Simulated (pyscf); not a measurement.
# Four-centre exchange: F–GeH₂–F + silane (SiH₄) -> F–GeH₃ + F–SiH₃

Gas phase, singlet surface, charge 0. Bonds broken: Ge1–F9, Si2–H4. Bonds formed: Ge1–H4, Si2–F9. Single points on ωB97X-D3(BJ)/def2-SVP structures (PySCF, gas phase).

Transition state (Å):

```xyz
10

Ge    -1.1832     0.2217    -0.7283
Si    -0.8390    -0.4072     2.1278
H     -2.0893     1.4482    -0.7867
H     -1.9151    -0.1993     0.8499
H     -1.5484    -1.1616    -1.2580
H     -1.9478     0.1470     2.9680
H     -0.8908    -1.8888     2.0178
H      0.3774    -0.0403     2.9184
F      0.1487     0.2344     0.6699
F      0.1157     0.6894    -1.8073
```

One imaginary mode, 341i cm⁻¹; descent along it reached the two sides named, in the forms told below.

```
bond    change  reactant side (Å)  saddle  product side
------  ------  -----------------  ------  ------------
Ge1–F9  breaks              1.739   1.931           2.9
Si2–H4  breaks              1.495   1.684           4.0
Ge1–H4   forms                2.9   1.790         1.528
Si2–F9   forms                3.0   1.874         1.644
```

Electronic energies relative to the separated reactants (kcal/mol):

```csv
level,barrier,reaction energy,reverse barrier
ωB97X-D3(BJ)/def2-TZVP,26.8,-12.2,39.0
PBE/def2-TZVP,25.2,-11.4,36.6
r²SCAN/def2-TZVP,25.4,-12.1,37.5
B3LYP-D3(BJ)/def2-TZVP,28.3,-12.9,41.1
PBE0-D3(BJ)/def2-TZVP,25.8,-12.1,37.9
M06-2X/def2-TZVP,29.0,-10.6,39.6
ωB97M-D3(BJ)/def2-TZVP,28.2,-13.0,41.2
HF/def2-TZVP,44.4,-13.3,57.6
```

With ωB97M-D3(BJ)/def2-TZVP energies and thermal terms (ideal gas, 1 atm, RRHO with modes under 100 cm⁻¹ raised to 100, one conformer, R ln 2 for chiral ones without a mode under 150 cm⁻¹), in kcal/mol:

| T (K) | ΔH‡ | ΔG‡ | ΔH | ΔG |
|---|---|---|---|---|
| 298 | 29.1 | 38.9 | -12.5 | -13.2 |
| 600 | 29.3 | 48.9 | -12.8 | -13.7 |
| 900 | 29.8 | 58.5 | -12.8 | -14.1 |
| 1200 | 30.4 | 68.0 | -12.9 | -14.5 |

On the product side the descent ends in a complex (not fully relaxed), 4.1 kcal/mol under the separated species and 43.1 kcal/mol under the saddle at ωB97X-D3(BJ)/def2-TZVP. One saddle was located; it need not be the lowest between these sides. Elements up to Kr have no core potential and no relativistic terms here.
